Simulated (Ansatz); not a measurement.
# PF3 (SMILES FP(F)F): levels of theory compared

Aim: a comparison of 6 runs (HF/STO-3G, B3LYP/STO-3G, UB3LYP/STO-3G, UMP2/STO-3G, CCSDT/STO-3G, FCI/STO-3G) of PF3. 

Program for the calculation: Ansatz 0.2.0.

42 further runs of the same task are left out: 7 that didn't finish, 35 set aside as unsound or not needed.

## (1) The system as given

PF3 has 4 atoms, charge 0, and is taken as a singlet. As SMILES, `FP(F)F`. The F2–P1 distance was set to 3.992 Å, away from the relaxed value. At this shape a bond of the SMILES string is far longer than usual.

Bond lengths: P1–F3 1.598 Å, P1–F4 1.598 Å. Angles: F3–P1–F4 94.0°.

## (2) A single-point energy at HF/STO-3G (run 1)

Contents of input.yaml:

```yaml
crystal:
  periodic: [false, false, false]
  atoms:
    - symbol: P
      position_ang: [-2.035965, 0.057064, 1.910434]
    - symbol: F
      position_ang: [1.349610, -0.029560, -0.203150]
    - symbol: F
      position_ang: [-2.679825, 1.232224, 1.039954]
    - symbol: F
      position_ang: [-2.727835, -1.103806, 1.057194]
basis:
  gaussian: {orbitals: STO-3G}
hamiltonian: {xc: hf}
accuracy: high
```

The run is started by

```
ansatz run input.yaml --threads 1 --pin off --max-ram 2610MiB --events-out events.jsonl --progress --plain --runs-dir runs
```

The program printed:

```text
Warning: RAYON_NUM_THREADS=1 ignored (pool sized by the plan → 1); use --threads N
Functional definition: HF
  name "HF"
  exchange = exact_x
  correlation = 0
409 factors; integrals over basis functions are off by at most 3.4e-8 eV
mean field evaluation 1: about -17152.9744 eV, gradient 2.7e1 eV
mean field evaluation 2: about -17153.0349 eV, gradient 2.7e1 eV
mean field evaluation 4: about -17155.7513 eV, gradient 1.3e1 eV
mean field evaluation 8: about -17148.8325 eV, gradient 9.4e0 eV
mean field evaluation 16: about -17161.3154 eV, gradient 4.4e-5 eV
mean field evaluation 32: about -17151.0274 eV, gradient 1.5e1 eV
mean field evaluation 64: about -17161.1181 eV, gradient 5.3e-1 eV
mean field -17161.31543758 eV, -630.6667099737 hartree, gradient 2.1e-8 eV, S^2 0.000000; 1 other end points of the search recorded, 0 dependent functions left out
reference -17161.31543758 eV, -630.6667099737 hartree; 21, 21 occupied and 3, 3 virtual orbitals, 409 factors
Total energy: -17161.31543758 eV, -630.6667099737 hartree
```

Wall time 0.1 s (1 thread of AMD EPYC 9R45 (Zen 5), shared host).

## (3) The energy at B3LYP/STO-3G (run 2)

Contents of molecule.yaml:

```yaml
crystal:
  periodic: [false, false, false]
  atoms:
    - {symbol: P, position_ang: [-2.035965, 0.057064, 1.910434]}
    - {symbol: F, position_ang: [1.349610, -0.029560, -0.203150]}
    - {symbol: F, position_ang: [-2.679825, 1.232224, 1.039954]}
    - {symbol: F, position_ang: [-2.727835, -1.103806, 1.057194]}
basis:
  gaussian: {orbitals: STO-3G}
magnetization: {spin_polarized: false, initial_magnetization: 0}
hamiltonian: {xc: {name: B3LYP}}
accuracy: high
```

The run is started by

```
ansatz run molecule.yaml --threads 1 --pin off --max-ram 2610MiB --events-out events.jsonl --progress --plain --runs-dir runs
```

The program printed:

```text
Warning: RAYON_NUM_THREADS=1 ignored (pool sized by the plan → 1); use --threads N
Functional definition: B3LYP
  name "B3LYP"
  parameter a0 = 0.2
  parameter ax = 0.72
  parameter ac = 0.81
  exchange = (1 - a0 - ax)*slater_x + ax*b88_x + a0*exact_x
  correlation = (1 - ac)*vwn_rpa_c + ac*lyp_c
409 factors; integrals over basis functions are off by at most 3.4e-8 eV
mean field evaluation 1: about -17197.3812 eV, gradient 2.5e1 eV
mean field evaluation 2: about -16807.4082 eV, gradient 6.9e0 eV
mean field evaluation 4: about -17197.2598 eV, gradient 2.7e1 eV
mean field evaluation 8: about -17208.2003 eV, gradient 9.6e0 eV
mean field evaluation 16: about -17208.6478 eV, gradient 3.2e-6 eV
mean field evaluation 32: about -17208.6433 eV, gradient 1.0e-1 eV
mean field -17208.64782380 eV, -632.4061430843 hartree, gradient 2.2e-8 eV, S^2 0.000000; 4 other end points of the search recorded, 0 dependent functions left out
reference -17208.64784458 eV, -632.4061438479 hartree; 21, 21 occupied and 3, 3 virtual orbitals, 409 factors
Total energy: -17208.64784458 eV, -632.4061438479 hartree
```

Wall time 0.72 s (1 thread of AMD EPYC 9R45 (Zen 5), shared host).

Runs 3 to 5 aren't shown in full; the table further down has their settings and results.

## (4) The energy at FCI/STO-3G (run 6)

molecule.yaml: that of step 3 with these lines changed.

```diff
@@ -9,4 +9,3 @@
   gaussian: {orbitals: STO-3G}
-magnetization: {spin_polarized: false, initial_magnetization: 0}
-hamiltonian: {xc: {name: B3LYP}}
+correlation: {method: fci, frozen_orbitals: {F: 1, P: 5}}
 accuracy: high
```

The run is started by

```
ansatz run molecule.yaml --threads 1 --pin off --max-ram 2610MiB --events-out events.jsonl --progress --plain --runs-dir runs
```

The program printed (excerpt; [...] marks lines left out):

```text
Warning: RAYON_NUM_THREADS=1 ignored (pool sized by the plan → 1); use --threads N
[... 2 set-up lines as earlier in the session ...]
[...]
409 factors; integrals over basis functions are off by at most 3.4e-8 eV
[...]
mean field -17161.31543758 eV, -630.6667099737 hartree, gradient 2.1e-8 eV, S^2 0.000000; 6 other end points of the search recorded, 0 dependent functions left out; unrestricted orbitals would lower it
unrestricted determinant -17169.01979542 eV, -630.9498399022 hartree, S^2 1.0040
8 core orbitals not correlated: weight in the atoms' cores, before any rotation towards them, 1.000 or more for the frozen orbitals, at most 0.000 for the correlated occupied ones
reference -17161.31543758 eV, -630.6667099737 hartree; 13, 13 occupied and 3, 3 virtual orbitals, 409 factors
state -17171.17783162 eV, -631.0291462698 hartree
Total energy: -17171.17783162 eV, -631.0291462698 hartree
```

It took 1.2 s on 1 thread of AMD EPYC 9R45 (Zen 5), shared host; peak memory 0.13 GiB.

## (5) All runs side by side

```tsv
run	level	frozen core orbitals	energy (Eh)	wall time
1	HF/STO-3G	–	-630.666710	0.1 s
2	B3LYP/STO-3G	–	-632.406144	0.72 s
3	UB3LYP/STO-3G	–	-632.484330	6 s
4	UMP2/STO-3G	8	-631.007343	0.62 s
5	CCSDT/STO-3G	8	-631.026859	0.9 s
6	FCI/STO-3G	8	-631.029146	1.2 s
```

## (6) Summary of results

| quantity | value |
| --- | --- |
| run 6: total energy | -631.02915 Eh |
| run 6: correlation energy (8 core orbitals frozen) | -362.4 mEh |

What this shows: Against full CI in this basis: HF +362.4 mEh; UMP2 +21.8 mEh; CCSDT +2.3 mEh. In run 5 the log says that unrestricted orbitals would lower the reference, so the values rest on an unstable closed-shell determinant (other closed-shell runs at this shape may share the fault). In runs 1, 2, 3, 4, 5, 6 the basis is minimal, so the values are rough. In runs 1, 2 a closed-shell determinant meets a far-stretched bond, which it describes badly. Spin contamination of the reference: run 4 ⟨S²⟩ = 1.00, run 3 ⟨S²⟩ = 1.00. Where it is this large, the reference is a mixture of spin states, and values that rest on it are in doubt. All runs together took 9.5 s, the longest 6 s.
